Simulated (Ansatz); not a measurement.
Zinc-blende CdS (metastable phase): bulk modulus B0 by level of theory

No measured value is used here.

| level (code) | value (GPa) | cell (Å³/atom) |
|---|---|---|
| LDA (Ansatz) | 68.0 | 23.85 |
| PBE (Ansatz) | 53.4 | 26.02 |
| rVV10 (Ansatz) | 55.3 | 26.12 |
| r²SCAN0 (Ansatz) | 63.9 | 25.15 |

Each level is taken at its own relaxed cell. K meshes differ between the levels. Ansatz's density-functional and Hartree–Fock values are scalar-relativistic unless marked +SOC, with PAW data made under PBE.

Ansatz is a first-principles code.
